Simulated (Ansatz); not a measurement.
# NH (singlet): wave-function methods side by side at distance N1–H2 = 1.428 Å, aug-cc-pVDZ

The task here is to estimate one member of a computed series from the others.

Computed with Ansatz 0.2.0, Gaussian basis. Level: aug-cc-pVDZ, core rule «outside noble gas», up to 1 orbitals frozen.

The runs, in order: UHF; CCSD(T) on RHF; CCSD(T) on UHF; BCCD(T) on RHF; CISD; CCSDT(Q) on RHF; CCSDT(Q) on UHF; CASSCF and MRCISD+Q, 2 electrons in 2 orbitals; CASSCF and NEVPT2, 2 electrons in 2 orbitals; CASSCF and MRCISD+Q, 6 electrons in 5 orbitals; CASSCF and NEVPT2, 6 electrons in 5 orbitals; Full CI; Full CI in the symmetry of the determinant.

24 further runs of the same task are left out: 5 for a known fault of the program, 15 that didn't finish, 4 set aside as unsound or not needed.

**The system**

The geometry derives from a PBE0/def2-TZVP stationary point (not a proven minimum). One bond is set to the value named and the two fragments are kept rigid.

2 atoms, charge 0, spin multiplicity 1.

Atoms are counted from 1 here; the program's logs count them from 0.

No contacts short enough for the rule that draws bonds.

Set-up of the first run:

The input, in.yaml:

```yaml
crystal:
  periodic: [false, false, false]
  atoms:
    - {symbol: N, position_ang: [0.000000, 0.000000, 0.000000]}
    - {symbol: H, position_ang: [0.000000, 0.000000, 1.428000]}
basis:
  gaussian: {orbitals: aug-cc-pVDZ}
magnetization: {spin_polarized: true, initial_magnetization: 0}
hamiltonian: {xc: hf}
output: {orbitals: {seedname: orbitals}}
```

Run with:

```bash
$ ansatz run in.yaml --threads 1 --pin off --events-out ev --progress --plain --max-ram 2393MiB
```

Among the steps run: UHF; CCSD(T) on RHF; CCSD(T) on UHF; BCCD(T) on RHF; CISD; CCSDT(Q) on RHF; CCSDT(Q) on UHF; CASSCF and MRCISD+Q, 2 electrons in 2 orbitals; CASSCF and NEVPT2, 2 electrons in 2 orbitals; CASSCF and MRCISD+Q, 6 electrons in 5 orbitals; CASSCF and NEVPT2, 6 electrons in 5 orbitals; Full CI; Full CI in the symmetry of the determinant.

One table of the session follows, with a row left open; its other results are not shown here.

| method | from FCI (kcal/mol) |
| --- | --- |
| RHF | +121.76 |
| RMP2 | +34.02 |
| CISD | ? |
| RCCSD | +11.63 |
| RCCSD(T) | +6.03 |
| BCCD(T) | +6.08 |
| RCCSDT | +0.74 |
| RCCSDT(Q) | -0.21 |
| CASSCF valence | +75.45 |
| NEVPT2 valence | +15.41 |
| MRCISD valence | +3.31 |
| MRCISD+Q valence | -0.05 |
| FCI | 0 |

Q: Estimate the row for CISD from the others.

**Answer.** from FCI (kcal/mol): +18.37. In the column «from FCI (kcal/mol)» it lies between NEVPT2 valence (+15.41) and RMP2 (+34.02).

Left out of the table: CASSCF pair, NEVPT2 pair, MRCISD pair, MRCISD+Q pair (the active space lost an orbital or holds another state than full CI finds).

To keep in mind: The report flags that the cluster equations may have other roots. Left out of the table: UHF, UMP2, UCCSD, UCCSD(T), UCCSDT, UCCSDT(Q) (another determinant or state than the rows shown). The program flags RCCSDT(Q) as in doubt, so those rows may rest on another solution; read them beside their warnings. RCCSDT(Q), MRCISD+Q valence fall below full CI, which methods that aren't variational can do. Warnings in the runs' records: passed over end.
